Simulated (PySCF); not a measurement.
C3H5N3.
Numbering: `[CH3:1][n:2]1[cH:3][cH:4][n:5][n:6]1` (hydrogens: H7, H8, H9 on C1; H10 on C3; H11 on C4)

The same species was optimised twice, with GFN2-xTB and with PBE0-D3(BJ)/def2-SVP (PySCF), and the same property calculations (PySCF, gas phase) were run on both structures.

```
  coordinate  GFN2-xTB  PBE0-D3(BJ)/def2-SVP  change
   N5–N6 (Å)     1.278                 1.290  +0.012
   C4–N5 (Å)     1.346                 1.355  +0.009
   C1–N2 (Å)     1.432                 1.440  +0.008
   N2–N6 (Å)     1.327                 1.333  +0.006
   C3–C4 (Å)     1.376                 1.377  +0.001
   N2–C3 (Å)     1.352                 1.353  +0.001
C1–N2–N6 (°)     121.6                 120.1    -1.5
C3–N2–N6 (°)     109.8                 110.8    +1.0
N2–N6–N5 (°)     109.0                 108.1    -0.9
C1–N2–C3 (°)     128.6                 129.1    +0.5
N2–C3–C4 (°)     104.1                 103.7    -0.4
C3–C4–N5 (°)     107.9                 108.2    +0.3
C4–N5–N6 (°)     109.2                 109.1    -0.1
```

Rotational constants: A = 9708, B = 3810, C = 2784 MHz (GFN2-xTB) against A = 9542, B = 3801, C = 2767 MHz (PBE0-D3(BJ)/def2-SVP).

On the GFN2-xTB structure: HOMO (eV) -7.56 [PBE0/pcSseg-1]; LUMO (eV) 0.00 [PBE0/pcSseg-1]; dipole (D) 4.71 [PBE0/pcSseg-1]; GIAO shielding of C1 (ppm) 150.8 [PBE0/pcSseg-1]; GIAO shielding of N2 (ppm) 9.9 [PBE0/pcSseg-1]; GIAO shielding of C3 (ppm) 57.8 [PBE0/pcSseg-1]; GIAO shielding of C4 (ppm) 47.8 [PBE0/pcSseg-1]; GIAO shielding of N5 (ppm) -117.7 [PBE0/pcSseg-1]; GIAO shielding of N6 (ppm) -137.8 [PBE0/pcSseg-1].

What do these properties become on the PBE0-D3(BJ)/def2-SVP structure?

```csv
property,level,on GFN2-xTB,on PBE0-D3(BJ)/def2-SVP,change
HOMO (eV),PBE0/pcSseg-1,-7.56,-7.59,-0.03
LUMO (eV),PBE0/pcSseg-1,0.00,-0.05,-0.05
dipole (D),PBE0/pcSseg-1,4.71,4.72,+0.01
"energy, GFN2-xTB geometry as zero (kcal/mol)",PBE0/pcSseg-1,0.0,-0.5,-0.5
GIAO shielding of C1 (ppm),PBE0/pcSseg-1,150.8,148.6,-2.2
GIAO shielding of N2 (ppm),PBE0/pcSseg-1,9.9,6.9,-3.0
GIAO shielding of C3 (ppm),PBE0/pcSseg-1,57.8,57.5,-0.3
GIAO shielding of C4 (ppm),PBE0/pcSseg-1,47.8,45.9,-1.9
GIAO shielding of N5 (ppm),PBE0/pcSseg-1,-117.7,-127.2,-9.5
GIAO shielding of N6 (ppm),PBE0/pcSseg-1,-137.8,-142.5,-4.7
```

The heavy atoms differ by 0.010 Å rms after alignment. Among bonds between heavy atoms N5–N6 changes most (+0.012 Å). Changes are differences of the printed values. Neither structure is proved a minimum here.
